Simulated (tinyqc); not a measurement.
Worked calculation: Born-Oppenheimer dynamics on the UHF/sto-3g surface (energies and gradients from PySCF), for H2O+, spin multiplicity 2. Computed by tinyqc, a small Python program that keeps every step (integrals from PySCF). Settings: charge = 1, multiplicity = 2, basis = sto-3g, time step (fs) = 0.2, steps = 16. Command: `OMP_NUM_THREADS=1 python tinyqc.py 27757 27758 out.jsonl` (the two numbers bound the seeds that draw the settings). One thread of a shared host (Intel(R) Xeon(R) Processor @ 2.60GHz), about 1 s of CPU time with the checks.

## Velocity Verlet step 1

positions (bohr):
```
          x        y        z
1O  -0.0416   0.0548  -0.0586
2H   0.0605   1.5685   0.9959
3H  -0.0246  -1.5779   1.0639
```

velocities (bohr per atomic time unit):
```
             x           y           z
1O  -0.0000116   0.0000115  -0.0000007
2H   0.0001674  -0.0000725  -0.0000547
3H   0.0000174  -0.0001095   0.0000653
```

gradient (hartree/bohr):
```
            x          y          z
1O   0.003512   0.066932   0.028832
2H  -0.003631  -0.053530  -0.037682
3H   0.000119  -0.013401   0.008851
```

masses (electron masses): 1O 29156.9464, 2H 1837.1526, 3H 1837.1526

gradient after step 1 (hartree/bohr):
```
            x          y          z
1O   0.003539   0.066908   0.028407
2H  -0.003663  -0.053188  -0.037461
3H   0.000123  -0.013721   0.009054
```

dt = 0.2 fs = 8.2683 atomic units; x' = x + v dt - g dt^2 / (2m); after the new gradient g', v' = v - (g + g') dt / (2m).

positions after step 1 (bohr):
```
          x        y        z
1O  -0.0417   0.0548  -0.0586
2H   0.0619   1.5689   0.9961
3H  -0.0244  -1.5786   1.0643
```

velocities after step 1 (bohr per atomic time unit):
```
             x           y           z
1O  -0.0000126  -0.0000075  -0.0000088
2H   0.0001838   0.0001676   0.0001144
3H   0.0000168  -0.0000485   0.0000250
```

## Velocity Verlet step 2

gradient after step 2 (hartree/bohr):
```
            x          y          z
1O   0.003463   0.065037   0.027137
2H  -0.003587  -0.051286  -0.036176
3H   0.000123  -0.013751   0.009039
```

As before.

positions after step 2 (bohr):
```
          x        y        z
1O  -0.0418   0.0547  -0.0587
2H   0.0635   1.5712   0.9978
3H  -0.0243  -1.5787   1.0643
```

velocities after step 2 (bohr per atomic time unit):
```
             x           y           z
1O  -0.0000136  -0.0000262  -0.0000167
2H   0.0002001   0.0004027   0.0002801
3H   0.0000163   0.0000133  -0.0000157
```

## Energy conservation

The total energy should stay constant up to terms of order dt^2; the step counts as short enough if it moves by less than 2 % of the largest kinetic energy.

Trajectory:

| time (fs) | 1O-2H (angstrom) | potential (hartree) | kinetic (hartree) | total (hartree) |
|---|---|---|---|---|
| 0.0000 | 0.9777 | -74.666259 | 0.000052 | -74.666206 |
| 0.2000 | 0.9780 | -74.666282 | 0.000076 | -74.666206 |
| 0.4000 | 0.9797 | -74.666483 | 0.000275 | -74.666208 |
| 0.6000 | 0.9827 | -74.666837 | 0.000627 | -74.666210 |
| 0.8000 | 0.9869 | -74.667305 | 0.001092 | -74.666213 |
| 1.0000 | 0.9922 | -74.667837 | 0.001620 | -74.666217 |
| 1.2000 | 0.9986 | -74.668377 | 0.002157 | -74.666220 |
| 1.4000 | 1.0057 | -74.668873 | 0.002650 | -74.666223 |
| 1.6000 | 1.0135 | -74.669280 | 0.003055 | -74.666225 |
| 1.8000 | 1.0217 | -74.669563 | 0.003337 | -74.666226 |
| 2.0000 | 1.0301 | -74.669704 | 0.003478 | -74.666226 |
| 2.2000 | 1.0386 | -74.669696 | 0.003471 | -74.666226 |
| 2.4000 | 1.0470 | -74.669547 | 0.003323 | -74.666224 |
| 2.6000 | 1.0551 | -74.669274 | 0.003051 | -74.666223 |
| 2.8000 | 1.0628 | -74.668903 | 0.002683 | -74.666220 |
| 3.0000 | 1.0698 | -74.668467 | 0.002249 | -74.666218 |
| 3.2000 | 1.0762 | -74.667999 | 0.001783 | -74.666216 |

The total energy moves within 2.0e-05 hartree, under 2 % of the largest kinetic energy.
